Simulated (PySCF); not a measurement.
Reproducing measurements on cyanoacetylene

**Experimental background.**

NIST CCCBDB Release 22 (SRD 101), experimental dipoles lists, for the gas: dipole moment (microwave Stark effect) 3.72 D.

How close the calculation comes is told at the end.

Cyanoacetylene, C3HN.
SMILES with atom numbers: `[CH:1]#[C:2][C:3]#[N:4]` (hydrogens: H5 on C1)

Structure used (GFN2-xTB), in Å, numbered top down from 1:
```xyz
5
C3HN angstrom
C     -1.2745   -0.1733   -0.0006
C     -0.0816   -0.0110    0.0189
C      1.2713    0.1722    0.0438
N      2.4085    0.3275    0.0654
H     -2.3151   -0.3126   -0.0159
```

Runs made with PySCF (gas phase, on this GFN2-xTB geometry; no spin–orbit coupling):

```
        level                                          job  basis functions  wall time
PBE0/pcSseg-1      shieldings, charges and field gradients               73      2.4 s
  B3LYP/pcJ-1  spin–spin couplings from 5 perturbed nuclei              118      3.8 s
```

Hardware: one thread, Arm Neoverse V2, no GPU, on a shared host.

**Comparison with experiment**

**Dipole moment.** Measured: 3.72 D (NIST CCCBDB Release 22 (SRD 101), experimental dipoles).

| level | computed (D) | computed − measured (D) | % (from the printed values) |
| --- | --- | --- | --- |
| PBE0/pcSseg-1 | 3.85 | +0.13 | +3 |
| B3LYP/pcJ-1 | 3.83 | +0.11 | +3 |

Closest is B3LYP/pcJ-1 (+0.11 D), furthest PBE0/pcSseg-1 (+0.13 D); one molecule doesn't rank methods. The computed dipoles belong to one fixed geometry; measured ones are averaged over vibrations unless marked μe. Magnitudes are compared, not signs.

The geometry is computed, not the measured one. Where a level misses, the cause wasn't examined.
